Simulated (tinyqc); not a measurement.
Worked calculation: Hueckel theory of the pi electrons with the omega technique, for the molecule C=CC=C (SMILES; centres numbered as the heavy atoms are written). Computed by tinyqc, a small Python program that keeps every step. Settings: charge = 0, omega = 1.4, damping = 0.3. Command: `OMP_NUM_THREADS=1 python tinyqc.py 23476 23477 out.jsonl` (the two numbers bound the seeds that draw the settings). One thread of a shared host (Intel(R) Xeon(R) Processor @ 2.60GHz), about 0.01 s of CPU time with the checks.

## The Hueckel matrix

Centres:
```
centre  z_r, pi electrons of the neutral centre        h
1C                                            1  0.00000
2C                                            1  0.00000
3C                                            1  0.00000
4C                                            1  0.00000
```

Bonds:
```
i  j  k
1  2  1
2  3  1
3  4  1
```

H_rr = alpha + h_r beta, H_rs = k_rs beta for bonded centres.

Hueckel matrix in units of beta (H = alpha + beta A):
```
         1C       2C       3C       4C
1C  0.00000  1.00000  0.00000  0.00000
2C  1.00000  0.00000  1.00000  0.00000
3C  0.00000  1.00000  0.00000  1.00000
4C  0.00000  0.00000  1.00000  0.00000
```

## Orbitals, round 1

pi electrons, sum of z_r less the charge = 4

Diagonalise; E = alpha + x beta with beta < 0, so the largest x are filled first; degenerate levels share their electrons. P = sum n_i c_ri c_si; each orbital has its largest coefficient positive (the first on a tie).

x values: 1.61803  0.61803  -0.61803  -1.61803

occupations: 2.00000  2.00000  0.00000  0.00000

coefficients:
```
        MO1       MO2       MO3       MO4
1C  0.37175   0.60150   0.60150  -0.37175
2C  0.60150   0.37175  -0.37175   0.60150
3C  0.60150  -0.37175  -0.37175  -0.60150
4C  0.37175  -0.60150   0.60150   0.37175
```

charge and bond-order matrix P:
```
          1C       2C       3C        4C
1C   1.00000  0.89443  0.00000  -0.44721
2C   0.89443  1.00000  0.44721   0.00000
3C   0.00000  0.44721  1.00000   0.89443
4C  -0.44721  0.00000  0.89443   1.00000
```

## Omega technique, round 1

h_r = h_r(0) + omega q_r, omega = 1.4, with q_r = z_r - P_rr; 0.3 of the old diagonal is kept.

matrix after round 1:
```
         1C       2C       3C       4C
1C  0.00000  1.00000  0.00000  0.00000
2C  1.00000  0.00000  1.00000  0.00000
3C  0.00000  1.00000  0.00000  1.00000
4C  0.00000  0.00000  1.00000  0.00000
```

## Convergence

Each round sets h_r = h_r(0) + omega (z_r - P_rr), keeping the share named as damping of the old diagonal; repeat until output and input diagonals agree to 1e-6.

Rounds:
```
round  sum n x  largest |h(out) - h(in)|
1      4.47214                  1.55e-15
```

Converged in 1 rounds.

## Energy, charges, bond orders

E = sum n x; q_r = z_r - P_rr; bond order p = P_rs; free valence = sqrt(3) - sum of p over the bonds of the atom.

pi energy = 4 alpha + this times beta = 4.47214

pi charges: 1C 0.00000, 2C 0.00000, 3C 0.00000, 4C 0.00000

Bond orders and lengths from R = 1.517 - 0.180 p (angstrom, C-C alone):
```
bond        p        R
1-2   0.89443  1.35600
2-3   0.44721  1.43650
3-4   0.89443  1.35600
```

free valence of the carbons: 1C 0.83762, 2C 0.39041, 3C 0.39041, 4C 0.83762

gap between the highest filled and the next level = 1.23607 |beta|
